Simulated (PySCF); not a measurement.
Compound: C3H3Cl2O (charge +1).
Bonds: O1–C2 (triple), C2–C3, C3–C4, C4–Cl5, C4–Cl6. Hydrogens: H7, H8 on C3; H9 on C4.

The same species was optimised twice, with GFN2-xTB and with PBE0-D3(BJ)/def2-SVP (PySCF), and the same property calculations (PySCF, gas phase) were run on both structures.

| coordinate | GFN2-xTB | PBE0-D3(BJ)/def2-SVP | change |
| --- | --- | --- | --- |
| C2–C3 (Å) | 1.384 | 1.439 | +0.055 |
| C3–C4 (Å) | 1.579 | 1.542 | -0.037 |
| C4–Cl6 (Å) | 1.784 | 1.763 | -0.021 |
| C4–Cl5 (Å) | 1.783 | 1.763 | -0.020 |
| O1≡C2 (Å) | 1.114 | 1.115 | +0.001 |
| C2–C3–C4 (°) | 111.7 | 108.9 | -2.8 |
| O1–C2–C3 (°) | 177.7 | 179.2 | +1.5 |
| C3–C4–Cl5 (°) | 109.6 | 108.5 | -1.1 |
| C3–C4–Cl6 (°) | 109.6 | 108.5 | -1.1 |
| Cl5–C4–Cl6 (°) | 112.0 | 112.7 | +0.7 |
| C2–C3–C4–Cl5 (°) | 63 | 62 | -1 |

Rotational constants: A = 2528, B = 1954, C = 1375 MHz (GFN2-xTB) against A = 2546, B = 2038, C = 1428 MHz (PBE0-D3(BJ)/def2-SVP). Point groups within 0.08 Å: Cs and Cs.

On the GFN2-xTB structure: HOMO (eV) -13.72 [PBE0/pcSseg-1]; LUMO (eV) -8.44 [PBE0/pcSseg-1]; GIAO shielding of O1 (ppm) -38.3 [PBE0/pcSseg-1]; GIAO shielding of C2 (ppm) 25.6 [PBE0/pcSseg-1]; GIAO shielding of C3 (ppm) 153.5 [PBE0/pcSseg-1]; GIAO shielding of C4 (ppm) 97.7 [PBE0/pcSseg-1]; GIAO shielding of Cl5/Cl6 (mean) (ppm) 564.3 [PBE0/pcSseg-1].

What do these properties become on the PBE0-D3(BJ)/def2-SVP structure?

```tsv
property	level	on GFN2-xTB	on PBE0-D3(BJ)/def2-SVP	change
HOMO (eV)	PBE0/pcSseg-1	-13.72	-13.79	-0.07
LUMO (eV)	PBE0/pcSseg-1	-8.44	-8.36	+0.08
energy, GFN2-xTB geometry as zero (kcal/mol)	PBE0/pcSseg-1	0.0	-1.6	-1.6
GIAO shielding of O1 (ppm)	PBE0/pcSseg-1	-38.3	-48.9	-10.6
GIAO shielding of C2 (ppm)	PBE0/pcSseg-1	25.6	24.1	-1.5
GIAO shielding of C3 (ppm)	PBE0/pcSseg-1	153.5	141.2	-12.3
GIAO shielding of C4 (ppm)	PBE0/pcSseg-1	97.7	109.4	+11.7
GIAO shielding of Cl5/Cl6 (mean) (ppm)	PBE0/pcSseg-1	564.3	587.5	+23.2
```

The heavy atoms differ by 0.050 Å rms after alignment. Among bonds between heavy atoms C2–C3 changes most (+0.055 Å). Changes are differences of the printed values. Neither structure is proved a minimum here. Geometry: PBE0-D3(BJ)/def2-SVP, one conformer, isolated ion.

Conformer computed: `[O+:1]#[C:2][CH2:3][CH:4]([Cl:5])[Cl:6]`: C2–C3–C4–Cl5 62°.
